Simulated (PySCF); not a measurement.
## Vertical excitation energies

Compound: diketocyclobutene, C4H2O2.
SMILES: `O=c1ccc1=O`

Level of theory: TDDFT B3LYP/def2-SVPD, vertical, gas phase, core orbitals frozen in the response in PySCF 2.14.0, density-fitted response routines. Geometry: PBE0-D3(BJ)/def2-SVP; no solvent, vibrations or thermal averaging.

```json
{"state": "S1", "E (eV)": "3.17", "ν̃ (cm⁻¹)": "25530", "f": "0.0000", "|μ| (D)": "0.00", "symmetry": "–", "main configurations (H = HOMO, L = LUMO)": "H→L (99%)"}
{"state": "S2", "E (eV)": "3.50", "ν̃ (cm⁻¹)": "28220", "f": "0.0001", "|μ| (D)": "0.07", "symmetry": "–", "main configurations (H = HOMO, L = LUMO)": "H→L+1 (98%)"}
{"state": "S3", "E (eV)": "5.31", "ν̃ (cm⁻¹)": "42840", "f": "0.0000", "|μ| (D)": "0.01", "symmetry": "–", "main configurations (H = HOMO, L = LUMO)": "H-2→L (98%)"}
{"state": "S4", "E (eV)": "5.48", "ν̃ (cm⁻¹)": "44170", "f": "0.0000", "|μ| (D)": "0.00", "symmetry": "–", "main configurations (H = HOMO, L = LUMO)": "H-2→L+1 (97%)"}
{"state": "S5", "E (eV)": "6.23", "ν̃ (cm⁻¹)": "50290", "f": "0.150", "|μ| (D)": "2.52", "symmetry": "B1 or B2", "main configurations (H = HOMO, L = LUMO)": "H-1→L (92%)"}
{"state": "S6", "E (eV)": "6.38", "ν̃ (cm⁻¹)": "51430", "f": "0.089", "|μ| (D)": "1.91", "symmetry": "A1", "main configurations (H = HOMO, L = LUMO)": "H-1→L+1 (85%), H-3→L (8%)"}
{"state": "S7", "E (eV)": "6.89", "ν̃ (cm⁻¹)": "55590", "f": "0.024", "|μ| (D)": "0.96", "symmetry": "A1", "main configurations (H = HOMO, L = LUMO)": "H→L+2 (68%), H→L+3 (30%)"}
{"state": "S8", "E (eV)": "7.10", "ν̃ (cm⁻¹)": "57250", "f": "0.019", "|μ| (D)": "0.83", "symmetry": "A1", "main configurations (H = HOMO, L = LUMO)": "H→L+3 (68%), H→L+2 (26%)"}
{"state": "S9", "E (eV)": "7.43", "ν̃ (cm⁻¹)": "59930", "f": "0.032", "|μ| (D)": "1.06", "symmetry": "B1 or B2", "main configurations (H = HOMO, L = LUMO)": "H→L+4 (98%)"}
{"state": "S10", "E (eV)": "7.79", "ν̃ (cm⁻¹)": "62810", "f": "0.146", "|μ| (D)": "2.22", "symmetry": "A1", "main configurations (H = HOMO, L = LUMO)": "H-3→L (80%)"}
```

Triplets, Tamm–Dancoff:

```tsv
state	E (eV)	λ (nm)	main configurations (H = HOMO, L = LUMO)
T1	2.84	436.2	H→L (97%)
T2	3.00	413.7	H→L+1 (97%)
T3	4.00	309.9	H-1→L (96%)
T4	4.97	249.5	H-1→L+1 (90%)
```

The lowest singlet comes at 392 nm (305 kJ/mol) in the visible; it is dark (f under 0.0005); its leading configuration is HOMO→LUMO (99%). The largest oscillator strength of a single state is 0.150. Löwdin shares by element: HOMO oxygen 59%, carbon 23% or more (atoms not listed hold the other 18%); LUMO carbon 78% (atoms not listed hold the other 22%). Of the 10 states listed, 6 reach f = 0.01 and 4 stay under 0.0005. Weighted by f, the mean energy of these states is 6.91 eV. Orbital energies (eV): HOMO-3 -11.20, HOMO-2 -9.31, HOMO-1 -9.24, HOMO -7.28, LUMO -2.76, LUMO+1 -2.24, LUMO+2 0.43. S1 lies in the visible range (380 to 750 nm), at 392 nm, dark in the vertical dipole picture (f under 0.0005); light of that wavelength is violet, and its complementary colour is yellow-green; a Tamm–Dancoff triplet lies at 436 nm, without intensity as long as spin–orbit coupling is left out. The vertical ionisation energy (ΔSCF) is 9.76 eV, 1.97 eV above S10. Symmetry labels in C2v follow from the direction of the transition dipole and are given only for states with f of 0.002 or more; B1 and B2 swap with the choice of axes. Singlets were solved by full linear response, triplets in the Tamm–Dancoff approximation.

The run took 29 s of wall time on one thread of an Arm Neoverse V1, shared host, and the process peaked at 0.58 GiB of memory.
